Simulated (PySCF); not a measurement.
# PS: energy against distance

Set-up: P def2-SVP, S def2-SVP; no relativity (PySCF 2.14). Energies in eV from P + S in their ground configurations at the same level. All curves are PBE0. state 1: ²Π (doublet), unpaired electrons π ↑; state 2: ⁴Π (quartet), unpaired electrons π ↑↑↑, a second solution, started from another occupation; state 3: sextet, unpaired electrons σ ↑↑, π ↑↑↑, a second solution, started from another occupation.

```json
{"R (Å)": "1.643", "state 1": "-2.436", "state 2": "2.261", "state 3": "11.1445"}
{"R (Å)": "1.720", "state 1": "-3.471", "state 2": "0.588", "state 3": "9.1091"}
{"R (Å)": "1.796", "state 1": "-4.036", "state 2": "-0.566", "state 3": "7.4756"}
{"R (Å)": "1.854", "state 1": "-4.233", "state 2": "-1.176", "state 3": "6.4652"}
{"R (Å)": "1.911", "state 1": "-4.284", "state 2": "-1.613", "state 3": "5.6090"}
{"R (Å)": "1.968", "state 1": "-4.223", "state 2": "-1.914", "state 3": "4.8792"}
{"R (Å)": "2.045", "state 1": "-4.014", "state 2": "-2.151", "state 3": "4.0642"}
{"R (Å)": "2.140", "state 1": "-3.625", "state 2": "-2.255", "state 3": "3.2462"}
{"R (Å)": "2.255", "state 1": "-3.105", "state 2": "-2.194", "state 3": "2.4810"}
{"R (Å)": "2.408", "state 1": "-2.460", "state 2": "-1.931", "state 3": "1.7238"}
```

Question: Put a parabola through the three lowest points of the state 1 curve and estimate Re, k and ωe (reduced mass 15.73 u; 1 eV/Å² = 0.16022 mdyn/Å; ωe = 1302.8·√(k/μ) cm⁻¹).

Answer: Through R = 1.854, 1.911, 1.968 Å the second-order coefficient is 17.2 eV/Å², so Re ≈ 1.908 Å, k ≈ 5.52 mdyn/Å and ωe ≈ 772 cm⁻¹. A polynomial fit of higher order to the unrounded PBE0 energies gives Re = 1.906 Å, k = 5.58 mdyn/Å, ωe = 776 cm⁻¹; anharmonicity and rounding make the difference.

The higher-order fit for each curve: state 1: Re = 1.906 Å, ωe = 776 cm⁻¹, De = 4.28 eV; state 2: Re = 2.155 Å, ωe = 504 cm⁻¹, minimum 2.26 eV below the ground-state fragments. State 3 gave no clean fit.

⟨S²⟩ of the unrestricted solution departs from its pure value on part of the curve, where spin states mix. The state was picked by a PBE0 search and need not be the measured ground state.
